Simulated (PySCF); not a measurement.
The same gas-phase reaction for B, Al, Ga, In:
- BH + 2 BCl2 → 3 BCl + HCl
- AlH + 2 AlCl2 → 3 AlCl + HCl
- GaH + 2 GaCl2 → 3 GaCl + HCl
- InH + 2 InCl2 → 3 InCl + HCl

Computed with PySCF and rigid-rotor harmonic-oscillator thermochemistry at 1 bar. † marks an energy on the PBE0/def2-TZVP geometry and frequencies; other levels use their own. MP2 and CCSD(T) freeze the core. Open shells (unrestricted): BCl2 (multiplicity 2), AlCl2 (multiplicity 2), GaCl2 (multiplicity 2), InCl2 (multiplicity 2); the rest are closed-shell singlets. B3LYP is the form with VWN-RPA correlation. In: scalar-relativistic def2 core potential, no spin-orbit coupling. Ga: all electrons, no relativistic terms. GaH, GaCl2, InH, InCl2: computed as isolated molecules; such fragments, hydroxides, amides, oligomers or adducts are transient or little studied in the gas. MP2 isn't extrapolated to the basis-set limit. CCSD(T) isn't extrapolated to the basis-set limit.

ΔH°(298 K) in kJ, by level:

| level | B | Al | Ga | In |
|---|---|---|---|---|
| ωB97M-V/def2-TZVP† | 61.2 | … | -201.9 | -242.7 |
| B3LYP/def2-TZVP† | 97.6 | … | -218.8 | -270.0 |
| M06-2X/def2-TZVP† | 106.0 | … | -158.9 | -220.0 |
| HF/def2-TZVP† | 147.1 | … | -124.4 | -184.6 |
| MP2/def2-TZVPP† | 102.1 | … | -172.4 | -280.6 |
| CCSD(T)/def2-SVP† | 68.9 | -55.1 | -176.0 | -231.6 |
| PBE0/def2-TZVP | 130.5 | … | -179.8 | -239.1 |
| ωB97X-V/def2-TZVP† | 96.8 | … | -184.9 | -237.6 |

### Question
Complete the blanks.

### Answer

- ωB97M-V/def2-TZVP†, Al: -76.5
- B3LYP/def2-TZVP†, Al: -54.0
- M06-2X/def2-TZVP†, Al: -36.4
- HF/def2-TZVP†, Al: 27.3
- MP2/def2-TZVPP†, Al: -25.9
- PBE0/def2-TZVP, Al: -25.1
- ωB97X-V/def2-TZVP†, Al: -34.7
